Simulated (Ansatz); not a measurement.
**Match the barriers**

Saddle point of C₂H₅F, closed shell (C₂H₅F (CCF) → C₂H₄ (C=C) + HF; bonds formed: F1–H8; bonds broken: F1–C2, C5–H8), PBE0-D4/def2-TZVP structure:

```
8
angstrom
F -1.2997 -1.0388 0.5089
C 0.1852 -0.4453 -0.5073
H 0.7760 -1.3231 -0.2792
H -0.3602 -0.4711 -1.4418
C 0.3250 0.7357 0.2216
H 1.1110 0.8046 0.9637
H -0.0339 1.6631 -0.2079
H -0.7032 0.0748 0.7420
```

Program: Ansatz 0.2.0. Basis: def2-TZVPP, with def2-QZVPP for the basis limit. Cores are frozen in the correlated methods. Extrapolation: Hartree–Fock as exp(−7.88 √X), correlation as X^−2.97. Four methods, as single points on the PBE0-D4 structures, gave these electronic barriers from the start structure: 54.07, 61.70, 64.52, 77.99 kcal/mol.

The methods were, in alphabetical order, CCSD(T), HF, PBE-D4, PBE0-D4. Which gave which? (A judgement: the text doesn't fix the answer.)

By the calculation: PBE-D4 54.07; PBE0-D4 61.70; CCSD(T) 64.52; HF 77.99 kcal/mol. For comparison, CCSD(T) at an estimated basis limit (MP2 extrapolated from triple and quadruple zeta, plus CCSD(T) − MP2 in triple zeta) gives 63.01 kcal/mol.

No T1 diagnostic of these runs exceeds 0.021.

For scale, one of the runs: CCSD(T)/def2-TZVPP, 163 basis functions, launched by `ansatz run in.yaml --threads 2 --pin off --events-out ev --progress --plain --max-ram 4352MiB`. Time: 9.5 s of wall clock on 2 CPU threads of an Intel Xeon 6975P-C; the host was shared. Peak host memory: 1.4 GiB.
